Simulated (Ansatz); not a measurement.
Ansatz (a first-principles code) input:

Ansatz 0.2 input:
```yaml
crystal:
  periodic: [false, false, false]
  atoms:
    - {symbol: C, position_ang: [0.04331652, 0.08857560, -0.05016834]}
    - {symbol: O, position_ang: [0.28420037, 1.16326135, -0.56413326]}
    - {symbol: O, position_ang: [-1.17571396, -0.20940703, 0.47575220]}
    - {symbol: H, position_ang: [-1.73368907, 0.57233750, 0.34585940]}
    - {symbol: C, position_ang: [0.98613656, -0.99360220, 0.07293969]}
    - {symbol: H, position_ang: [0.70810696, -1.92539382, 0.54158403]}
    - {symbol: H, position_ang: [1.98097231, -0.84761866, -0.31702305]}
basis:
  gaussian:
    orbitals: def2-TZVP
hamiltonian:
  xc: b3lyp
  dispersion: d3bj
magnetization: {spin_polarized: true, initial_magnetization: 1}
phonons: {temperatures: {t_min: 298.15, t_max: 298.15, t_step: 100}}
```

Q: What final total energy does it print?

A: -228.52985 Eh (B3LYP-D3(BJ)/def2-TZVP). The basis has 142 functions.

It need not be the lowest isomer of its formula.
